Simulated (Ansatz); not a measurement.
# BPHCl (singlet): the correlation ladder, cc-pVDZ

The task here is to estimate one member of a computed series from the others.

The runs use Ansatz 0.2.0, Gaussian basis; cc-pVDZ, core rule «outside noble gas», up to 11 orbitals frozen.

The runs, in order: UHF; CCSD(T) on RHF; BCCD(T) on RHF; CISD; CCSDT(Q) on RHF.

9 further runs of the same task are left out: 4 that didn't finish, 5 set aside as unsound or not needed.

### The geometry

The geometry is a PBE0/def2-TZVP stationary point (not a proven minimum).

4 atoms, charge 0, spin multiplicity 1.

Atoms are counted from 1 here; the program's logs count them from 0.

Bond lengths: Cl1–B2 1.691 Å, B2–P3 1.706 Å, P3–H4 1.481 Å. Angles: Cl1–B2–P3 176.9°, B2–P3–H4 61.1°.

Set-up of the first run:

Input file in.yaml:

```yaml
crystal:
  periodic: [false, false, false]
  atoms:
    - {symbol: Cl, position_ang: [-0.000015, -0.280763, 1.937572]}
    - {symbol: B, position_ang: [0.000032, -0.350509, 0.247624]}
    - {symbol: P, position_ang: [-0.000016, -0.328377, -1.458560]}
    - {symbol: H, position_ang: [-0.000001, 0.959649, -0.726635]}
basis:
  gaussian: {orbitals: cc-pVDZ}
magnetization: {spin_polarized: true, initial_magnetization: 0}
hamiltonian: {xc: hf}
output: {orbitals: {seedname: orbitals}}
```

Command:

```console
> ansatz run in.yaml --threads 1 --pin off --events-out ev --progress --plain --max-ram 2393MiB
```

Steps of the session up to this table: UHF; CCSD(T) on RHF; BCCD(T) on RHF; CISD; CCSDT(Q) on RHF.

One of the session's tables, all rows but one given; the rest of the session is left out.

```
   method  from RCCSDT(Q) (meV)
      RHF              +10341.9
     RMP2               +1257.3
     CISD               +1595.1
    RCCSD                +446.3
 RCCSD(T)                 +55.6
  BCCD(T)                 +53.3
   RCCSDT                     ?
RCCSDT(Q)                     0
```

Estimate the missing values for RCCSDT.

The run gave: from RCCSDT(Q) (meV): +29.3. In the column «from RCCSDT(Q) (meV)» it lies between RCCSDT(Q) (0) and BCCD(T) (+53.3).

With the free atoms at the same levels and basis (separate runs), the atomisation energy is 10.772 eV at RCCSDT(Q), 10.745 eV at RCCSD(T), 7.792 eV at RHF.
